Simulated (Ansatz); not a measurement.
# SiH (doublet): from a generated start to a stationary point

Aim: relax a generated start of SiH (doublet) and see which bonds hold.

Computed with Ansatz 0.2.0, Gaussian basis. Level: UKS PBE0/def2-TZVP.

## 1. The system as given

2 atoms, charge 0, spin multiplicity 2.

Atoms are counted from 1 here; the program's logs count them from 0.

Bond lengths: Si1–H2 1.420 Å.

The start is set by covalent radii. Sticks and bond lists go by distance. 

## 2. The run

The input, in.yaml:

```yaml
crystal:
  periodic: [false, false, false]
  atoms:
    - {symbol: Si, position_ang: [0.000000, 0.000000, 0.000000]}
    - {symbol: H, position_ang: [0.000000, 0.000000, 1.420000]}
basis:
  gaussian: {orbitals: def2-TZVP}
magnetization: {spin_polarized: true, initial_magnetization: 1}
hamiltonian: {xc: pbe0}
relax: {f_tol: 0.004, max_steps: 80}
```

The run is started by

```
$ ansatz run in.yaml --threads 1 --pin off --events-out ev --progress --plain --max-ram 1740MiB
```

What does the calculation give? Wanted: energy gained; shift from the start; total energy; dipole moment; ⟨S²⟩.

**Answer**, as computed:

| quantity | value |
| --- | --- |
| steps | 5 |
| energy gained | 0.108 eV |
| shift from the start (rms) | 0.056 Å |
| total energy | -7887.6039 eV |
| dipole moment | 0.14 D |
| ⟨S²⟩ | 0.757 |

What this shows: The bonds of the start are those of the end. Si1–H2 went from 1.420 to 1.532 Å. No vibrations were run, so this is a stationary point, not a proven minimum, and this spin need not be the ground state's.
